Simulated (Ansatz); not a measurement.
Candidates: zinc-blende CuI, zinc-blende HgTe, 3C-SiC, zinc-blende GaSb, zinc-blende BAs, zinc-blende GaN (metastable phase). Level: r²SCAN0 (plane waves, PAW; Ansatz, a quantum-chemistry and plane-wave program).

Ansatz's runs of these crystals have no spin polarisation.

Spin–orbit coupling is left out, also for the solids with elements from indium on (zinc-blende CuI, zinc-blende HgTe, zinc-blende GaSb); its size isn't shown.

Ansatz's density-functional and Hartree–Fock values are scalar-relativistic unless marked +SOC, with PAW data made under PBE.

Question: Which of them have a computed equilibrium lattice constant a between 4.4 and 5.4 Å?

Answer: zinc-blende BAs, zinc-blende GaN (metastable phase). The values: zinc-blende CuI 6.061 Å; zinc-blende HgTe 6.519 Å; 3C-SiC 4.337 Å; zinc-blende GaSb 6.094 Å; zinc-blende BAs 4.759 Å; zinc-blende GaN (metastable phase) 4.471 Å.
